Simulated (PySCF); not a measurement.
3C-SiC, treated with LNO-CCSD(T) (GTH pseudopotentials, Gaussian basis; PySCF).

The same calculation (at the measured cell, 10.346 Å³/atom) with different numerical settings; throughout: k mesh 2×2×2:

```
run  basis  LNO threshold  total energy (eV/atom)
---  -----  -------------  ----------------------
1       DZ          3e-05               -129.1519
2       DZ          1e-05               -129.1460
3       DZ          3e-06               -129.1447
4       TZ          3e-05               -130.2431
5       TZ          1e-05               -130.2314
6       TZ          3e-06               -130.2298
```

In the column total energy (eV/atom) the first row differs from the last by +1.0779 and the next to last by -0.0016.

The last row is no converged limit: other settings stay fixed.
